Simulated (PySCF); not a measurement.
Species: C5H11N.
Geometry (PBE0-D3(BJ)/def2-SVP, Å), atoms numbered from 1 in this order:
```
atom  x, y, z in Å
C1     2.6498    0.9233    0.4016
C2     1.5407    0.1211   -0.1890
N3     0.6650   -0.4564    0.5175
C4    -0.3764   -1.2028   -0.1368
C5    -1.7556   -0.6715    0.2410
C6    -2.0164    0.7389   -0.2600
H7     2.5745    0.9230    1.4969
H8     3.6283    0.5133    0.1015
H9     2.6156    1.9617    0.0325
H10    1.5190    0.0501   -1.2998
H11   -0.2631   -1.2019   -1.2437
H12   -0.2998   -2.2522    0.1970
H13   -1.8477   -0.7024    1.3394
H14   -2.5153   -1.3636   -0.1596
H15   -3.0149    1.0938    0.0370
H16   -1.2763    1.4446    0.1478
H17   -1.9567    0.7907   -1.3597
```

Linear response at PBE0/def2-SVPD (PySCF, frozen core in the response, non-relativistic).

Static isotropic polarisability: 73.06 au (10.83 Å³), principal values 63.9, 64.9, 90.4 au.

(1) What is the polarisability at 1064 nm and at the sodium D line?

(2) What is the isotropic C6 coefficient between two such molecules, C6 = (3/π)∫α(iω)² dω?

(3) Which effective excitation energy ω̄ makes London's formula C6 = (3/4)α²ω̄ exact here?

(4) The lowest 6 singlets have (eV, f): 5.15, 0.001; 7.05, 0.028; 7.40, 0.017; 7.52, 0.335; 7.69, 0.181; 7.85, 0.018. What share of the static polarisability do they carry in the sum over states α = Σ f/ω²?

(5) What n − 1 at the D line would an ideal gas of it have at 273.15 K and 1 atm (2.6868 × 10¹⁹ cm⁻³), by n − 1 = 2π·N·α′?

(6) What molar refraction at the D line follows from R = (4π/3)·N_A·α′, with α′ the polarisability volume?

Answers

(1) 73.67 au at 1064 nm (+0.8 %), 75.11 au at 589.3 nm (+2.8 %). The rise at 589.3 nm is 3.37 times that at 1064 nm; a pure ω² law gives 3.26. The lowest singlet lies at 241 nm, shorter than both wavelengths.

(2) 2233 au (Eh·bohr⁶) by a ten-point quadrature over imaginary frequencies, which is 1330 eV·Å⁶ or 129 J·nm⁶/mol.

(3) ω̄ = 4·C6/(3α²) = 0.558 Eh = 15.2 eV. A one-pole form α(ω) = α/(1 − ω²/ω̄²) fitted to the 1064 nm value gives 12.8 eV.

(4) 7.56 au, 10.3 % of α; the largest term, 4.39 au, is that of the state at 7.52 eV. Their oscillator strengths add up to 0.58. Higher states carry the rest.

(5) 18.79 × 10⁻⁴, a formal value whether or not that pressure can be reached.

(6) α′ = 11.13 Å³ gives R = 28.07 cm³/mol, for isolated, non-vibrating species.

On an Arm Neoverse V1 with one thread, no GPU, on a shared host, this took 44 s wall. This is the whole response run at PBE0/def2-SVPD, SCF included.

One conformer stands for the species.
